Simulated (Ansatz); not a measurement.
Relaxation of C₂H₈N₂ (12 atoms, charge 0, multiplicity 1), to a largest force component of 0.02 eV/Å in at most 50 steps.

The calculation used UKS B3LYP/def2-SVP in Ansatz.

```xyz
12
Properties=species:S:1:pos:R:3:forces:R:3
C -0.560 1.036 -0.588 0.31 -0.52 0.08
N 0.248 -0.146 -0.350 -0.03 -0.20 -0.12
C 0.952 -0.051 0.915 -0.32 -0.08 -0.52
N -0.649 -1.302 -0.281 -0.12 0.49 0.52
H -1.054 0.937 -1.555 -0.24 0.09 -0.39
H -1.323 1.188 0.186 -0.36 0.09 0.29
H 0.098 1.901 -0.620 0.19 0.38 -0.07
H 1.632 0.796 0.866 0.33 0.31 0.05
H 1.534 -0.960 1.063 0.32 -0.32 0.16
H 0.273 0.076 1.768 -0.26 0.02 0.41
H -1.107 -1.356 -1.189 0.08 -0.12 -0.23
H -0.044 -2.119 -0.215 0.10 -0.14 -0.19
```

Question: Where does it end, and by what steps?

Answer: The run converged. After 4 steps the energy has fallen by 0.035 eV; H10 moved furthest, 0.04 Å.

```csv
step,energy less start (eV),largest force component (eV/Å),accepted
0,0.0000,0.525,yes
1,-0.0302,0.219,yes
2,-0.0349,0.052,yes
3,-0.0348,0.027,no
4,-0.0351,0.012,yes
```

```xyz
12
Properties=species:S:1:pos:R:3
C -0.557 1.033 -0.596
N 0.242 -0.153 -0.351
C 0.954 -0.059 0.910
N -0.671 -1.290 -0.257
H -1.059 0.953 -1.576
H -1.340 1.196 0.178
H 0.101 1.913 -0.631
H 1.629 0.810 0.881
H 1.576 -0.958 1.058
H 0.275 0.037 1.786
H -1.090 -1.368 -1.190
H -0.061 -2.113 -0.210
```

Whether the end is a true minimum wasn't checked by a vibrational analysis.

Run time: 29 s on 2 threads of Arm Neoverse N1, on a shared host, peak memory 0.26 GiB.
